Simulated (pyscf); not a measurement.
# Routes from H₃Si–Cl + chlorine (Cl–Cl)

Candidate steps break at most two bonds and form at most two. Each was searched with GFN2-xTB (tblite) first. PySCF, gas phase, ωB97X-D3(BJ)/def2-SVP geometries. Correlated levels are frozen-core, on RHF or UHF. ΔMP2 is the change of the MP2 total energy from the triple- to the quadruple-zeta basis. Energies: CCSD(T)/def2-TZVPP + ΔMP2(QZVPP), kJ/mol, from the separated reactants, singlet surface; ΔG‡ with ideal gas, 1 atm, RRHO with modes under 100 cm⁻¹ raised to 100, one conformer, R ln 2 for chiral ones without a mode under 150 cm⁻¹.

```
products                          type    ΔE‡      ΔE  ΔG‡ 298 K  ΔG‡ 900 K  ν‡ (cm⁻¹)
----------------  --------------------  -----  ------  ---------  ---------  ---------
H₃Si–Cl + Cl–Cl   four-centre exchange  261.1     0.0      300.4      377.9       497i
Cl–SiH₂–Cl + HCl  four-centre exchange  261.2  -271.3      289.6      359.9      2140i
```

Under all of these lies the exit to Cl• + Cl• + H₃Si–Cl (no saddle counted: cutting one bond costs +245.9 kJ/mol at ωB97M-D3(BJ)/def2-TZVP). Plain bond fissions and candidates not yet searched are not listed, and one of them may be faster. Each barrier is that of the saddle found; lower ones may exist. 2 of the closed-shell references are unstable towards spin polarisation; treat their single-reference values with care. The CCSD(T) − MP2 part came from Ansatz, without density fitting, on the same reference. The largest closed-shell T1 diagnostic is 0.126, which may signal static correlation.
